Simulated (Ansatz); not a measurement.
This geometry of H$_{5}$OSSi (8 atoms, charge 1, multiplicity 1) is a first-order saddle point.

Theory: RKS PBE-D4/def2-SVPD in Ansatz.

```xyz
8
Properties=species:S:1:pos:R:3
Si -0.762 1.011 -0.495
O 0.126 0.204 0.889
S 0.905 -1.171 0.653
H -1.756 -0.009 -0.939
H 0.303 1.292 -1.502
H -1.302 2.186 0.240
H 2.219 -1.157 0.297
H 0.266 -2.356 0.856
```

(1) Which two structures does it join? (They come from a converged band through this point; their orientation in space is the band's.)

(2) How far does it lie above each of them?

## Answers

(1) No bond is made or broken. The height of S3 over the plane of its neighbours goes from 0.72 to -0.68 Å.

Image 0:

```xyz
8
Properties=species:S:1:pos:R:3
Si -0.784 1.048 -0.523
O 0.169 0.000 0.613
S 0.868 -1.380 0.168
H -1.871 0.166 -1.041
H 0.192 1.468 -1.570
H -1.202 2.102 0.438
H 2.136 -1.204 0.696
H 0.492 -2.200 1.220
```

Image 6:

```xyz
8
Properties=species:S:1:pos:R:3
Si -0.683 0.948 -0.345
O 0.191 0.162 1.025
S 1.020 -1.205 0.975
H -1.657 -0.097 -0.787
H 0.392 1.201 -1.353
H -1.252 2.141 0.332
H 1.818 -1.068 -0.155
H 0.172 -2.082 0.308
```

(2) 1.58 eV above the first and 1.58 eV above the second. This is the barrier of this one path; another mechanism may lie lower. Limits of this set-up: the dipole of an ion depends on the origin.

The run took 58 s on 2 threads of Arm Neoverse V1, on a shared host, peak memory 0.14 GiB.
